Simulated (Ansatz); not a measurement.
**Nudged elastic band run: CH₆BF**

The input (input.yaml):

```yaml
crystal:
  periodic: [false, false, false]
  atoms:
    - { symbol: B, position_ang: [0.019168, 0.058535, 0.285002] }
    - { symbol: C, position_ang: [0.046567, 0.236532, 1.850126] }
    - { symbol: H, position_ang: [-0.886259, -0.042366, 2.371584] }
    - { symbol: H, position_ang: [0.907508, -0.232318, 2.355535] }
    - { symbol: H, position_ang: [0.158157, 1.327395, 2.016861] }
    - { symbol: H, position_ang: [1.057273, 0.042597, -0.331721] }
    - { symbol: H, position_ang: [-1.007013, 0.260002, -0.320323] }
    - { symbol: F, position_ang: [-0.211442, -2.088276, 0.318014] }
    - { symbol: H, position_ang: [-0.440461, -2.179501, 1.215022] }
basis:
  gaussian: { orbitals: def2-SVP }
hamiltonian:
  xc: b3lyp
  dispersion: d4
neb:
  order_check: false
  images: 5
  f_tol: 0.2
  max_iterations: 60
  final_atoms:
    - { symbol: B, position_ang: [-0.05411415, -0.43826781, -0.73638644] }
    - { symbol: C, position_ang: [-0.02410755, -0.13509784, 2.54015428] }
    - { symbol: H, position_ang: [-0.93631631, 0.06940967, 3.11811589] }
    - { symbol: H, position_ang: [0.8397453, -0.18535585, 3.21784316] }
    - { symbol: H, position_ang: [0.13388092, 0.67705619, 1.81503864] }
    - { symbol: H, position_ang: [1.06721785, 0.00271592, -0.80495355] }
    - { symbol: H, position_ang: [-1.05496629, 0.23454334, -0.78294237] }
    - { symbol: F, position_ang: [-0.19593552, -1.74686996, -0.62389573] }
    - { symbol: H, position_ang: [-0.13190626, -1.09553366, 2.01712612] }
  initial_path:
    images:
      - { positions_ang: [[0.019168, 0.058535, 0.285002], [0.046567, 0.236532, 1.850126], [-0.886259, -0.042366, 2.371584], [0.907508, -0.232318, 2.355535], [0.158157, 1.327395, 2.016861], [1.057273, 0.042597, -0.331721], [-1.007013, 0.260002, -0.320323], [-0.211442, -2.088276, 0.318014], [-0.440461, -2.179501, 1.215022]] }
      - { positions_ang: [[0.01067593, 0.02896405, 0.18738246], [0.03077913, 0.16589969, 1.88053902], [-0.92278547, -0.1232649, 2.3555678], [0.86357954, -0.37729137, 2.34678103], [0.17906052, 1.23741311, 2.10535502], [1.04566266, 0.01656205, -0.4230984], [-1.01748262, 0.15390207, -0.41334369], [-0.20608762, -1.90575703, 0.39406233], [-0.33990406, -1.81382767, 1.32685441]] }
      - { positions_ang: [[0.00218386, -0.00060691, 0.08976292], [0.01499126, 0.09526737, 1.91095205], [-0.95931195, -0.20416379, 2.3395516], [0.81965107, -0.52226474, 2.33802706], [0.19996405, 1.14743122, 2.19384904], [1.03405232, -0.00947291, -0.5144758], [-1.02795225, 0.04780213, -0.50636437], [-0.20073325, -1.72323805, 0.47011067], [-0.23934711, -1.44815433, 1.43868682]] }
      - { positions_ang: [[-0.00630821, -0.03017786, -0.00785661], [-0.00079661, 0.02463506, 1.94136507], [-0.99583842, -0.28506269, 2.3235354], [0.77572261, -0.66723811, 2.32927309], [0.22086757, 1.05744934, 2.28234307], [1.02244197, -0.03550786, -0.60585319], [-1.03842187, -0.0582978, -0.59938506], [-0.19537887, -1.54071908, 0.546159], [-0.13879017, -1.082481, 1.55051924]] }
      - { positions_ang: [[-0.02224352, -0.16620785, -0.25069989], [-0.00856693, -0.02860924, 2.14096147], [-0.97599771, -0.16690523, 2.58839556], [0.79706351, -0.50661069, 2.62546312], [0.19187202, 0.93065162, 2.12657492], [1.03736727, -0.0227666, -0.67221998], [-1.04393668, 0.03931591, -0.66057083], [-0.19556442, -1.60943604, 0.15614076], [-0.13649553, -1.08683189, 1.70605486]] }
      - { positions_ang: [[-0.03817884, -0.30223783, -0.49354317], [-0.01633724, -0.08185354, 2.34055788], [-0.95615701, -0.04874778, 2.85325573], [0.8184044, -0.34598327, 2.92165314], [0.16287647, 0.8038539, 1.97080678], [1.05229256, -0.01002534, -0.73858676], [-1.04945148, 0.13692962, -0.7217566], [-0.19574997, -1.678153, -0.23387748], [-0.1342009, -1.09118278, 1.86159049]] }
      - { positions_ang: [[-0.05411415, -0.43826781, -0.73638644], [-0.02410755, -0.13509784, 2.54015428], [-0.93631631, 0.06940967, 3.11811589], [0.8397453, -0.18535585, 3.21784316], [0.13388092, 0.67705619, 1.81503864], [1.06721785, 0.00271592, -0.80495355], [-1.05496629, 0.23454334, -0.78294237], [-0.19593552, -1.74686996, -0.62389573], [-0.13190626, -1.09553366, 2.01712612]] }
```

Run as:

```bash
$ ansatz run input.yaml --threads 1 --pin off --max-ram 2048MiB --backend cpu --events-out ev --progress --plain --runs-dir out
```

Output, in part (warnings, iteration lines, the closing report on the highest movable image, with atoms numbered from 0):

```
NEB end point (image 0): max|allowed force component| = 1.220e-2 eV/Å (the criterion of neb.relax_end_points is 4.000e-2)
NEB end point (image 6): max|allowed force component| = 3.574e-3 eV/Å (the criterion of neb.relax_end_points is 4.000e-2)
NEB iter   1: max|band force component| = 6.195e0 eV/Å  barrier→ = 2.8229 eV  barrier← = 4.4112 eV  Δτ_max = 0.1972 Å  (159 SCF iters)
NEB iter   2: max|band force component| = 3.518e0 eV/Å  barrier→ = 1.6666 eV  barrier← = 3.2549 eV  Δτ_max = 0.1900 Å  (133 SCF iters)
NEB iter   3: max|band force component| = 2.274e0 eV/Å  barrier→ = 1.1310 eV  barrier← = 2.7193 eV  Δτ_max = 0.2000 Å  (128 SCF iters)
NEB iter   4: max|band force component| = 4.521e0 eV/Å  barrier→ = 0.6773 eV  barrier← = 2.2656 eV  Δτ_max = 0.1013 Å  (130 SCF iters)
NEB iter   5: max|band force component| = 2.800e0 eV/Å  barrier→ = 0.5574 eV  barrier← = 2.1457 eV  Δτ_max = 0.1000 Å  (122 SCF iters)
NEB iter   6: max|band force component| = 7.377e-1 eV/Å  barrier→ = 0.5011 eV  barrier← = 2.0894 eV  Δτ_max = 0.0541 Å  (124 SCF iters)
NEB iter   7: max|band force component| = 8.070e-1 eV/Å  barrier→ = 0.4826 eV  barrier← = 2.0709 eV  CI = image 2  Δτ_max = 0.1079 Å  (115 SCF iters)
NEB iter   8: max|band force component| = 5.539e-1 eV/Å  barrier→ = 0.6048 eV  barrier← = 2.1930 eV  CI = image 2  Δτ_max = 0.0874 Å  (118 SCF iters)
NEB iter   9: max|band force component| = 2.403e-1 eV/Å  barrier→ = 0.6135 eV  barrier← = 2.2018 eV  CI = image 2  Δτ_max = 0.0188 Å  (114 SCF iters)
NEB iter  10: max|band force component| = 1.397e-1 eV/Å  barrier→ = 0.6110 eV  barrier← = 2.1993 eV  CI = image 2  Δτ_max = 0.0000 Å  (232 SCF iters)
Total energy: -4523.74537046 eV, -166.2445760596 hartree
Atom 0 at    -0.049043    -0.228870     0.179556 Å, force     0.019538    -0.001558     0.153120 eV/Å
Atom 1 at    -0.034949    -0.016195     1.903864 Å, force     0.003211    -0.049455    -0.126903 eV/Å
Atom 2 at    -1.010750    -0.042161     2.409967 Å, force     0.012908     0.000373     0.011012 eV/Å
Atom 3 at     0.739697    -0.462090     2.554732 Å, force     0.005740     0.025414    -0.002715 eV/Å
Atom 4 at     0.268289     1.038210     1.798374 Å, force    -0.006473     0.013578    -0.003655 eV/Å
Atom 5 at     1.019699     0.033637    -0.306455 Å, force    -0.004132     0.009003    -0.005978 eV/Å
Atom 6 at    -1.077916     0.197071    -0.273348 Å, force     0.003285     0.007092    -0.016143 eV/Å
Atom 7 at    -0.151055    -1.872231     0.265032 Å, force     0.005298    -0.003017    -0.027790 eV/Å
Atom 8 at    -0.060474    -1.264770     1.228377 Å, force    -0.039374    -0.001431     0.019054 eV/Å
Dipole moment:     0.034593     0.134312     0.456406 e Å
```

It converged. The threshold of 0.2 eV/Å is loose, so the images may lie well off the minimum-energy path. Neighbouring images differ by up to 1.3 eV, so the band resolves the path poorly. The order of the stationary point at the top wasn't checked. The orbitals stay closed-shell, which can raise the energy where a bond breaks towards radicals; this wasn't checked here.

Final band (atoms are numbered from 1 in the order of the input):

```json
{"image": "0", "path coordinate (Å)": "0.00", "energy (kcal/mol)": "0.0", "B1–C2 (Å)": "1.58", "F8–H9 (Å)": "0.93", "B1–F8 (Å)": "2.16"}
{"image": "1", "path coordinate (Å)": "0.68", "energy (kcal/mol)": "1.6", "B1–C2 (Å)": "1.59", "F8–H9 (Å)": "0.94", "B1–F8 (Å)": "2.01"}
{"image": "2", "path coordinate (Å)": "1.36", "energy (kcal/mol)": "14.1", "B1–C2 (Å)": "1.74", "F8–H9 (Å)": "1.14", "B1–F8 (Å)": "1.65"}
{"image": "3", "path coordinate (Å)": "1.96", "energy (kcal/mol)": "-15.4", "B1–C2 (Å)": "2.12", "F8–H9 (Å)": "1.66", "B1–F8 (Å)": "1.40"}
{"image": "4", "path coordinate (Å)": "2.57", "energy (kcal/mol)": "-32.1", "B1–C2 (Å)": "2.59", "F8–H9 (Å)": "2.09", "B1–F8 (Å)": "1.33"}
{"image": "5", "path coordinate (Å)": "3.18", "energy (kcal/mol)": "-36.1", "B1–C2 (Å)": "2.99", "F8–H9 (Å)": "2.48", "B1–F8 (Å)": "1.32"}
{"image": "6", "path coordinate (Å)": "3.79", "energy (kcal/mol)": "-36.6", "B1–C2 (Å)": "3.29", "F8–H9 (Å)": "2.72", "B1–F8 (Å)": "1.32"}
```

Run time: 85 s on 1 thread of Arm Neoverse V2 (shared host), peak memory 0.13 GiB.
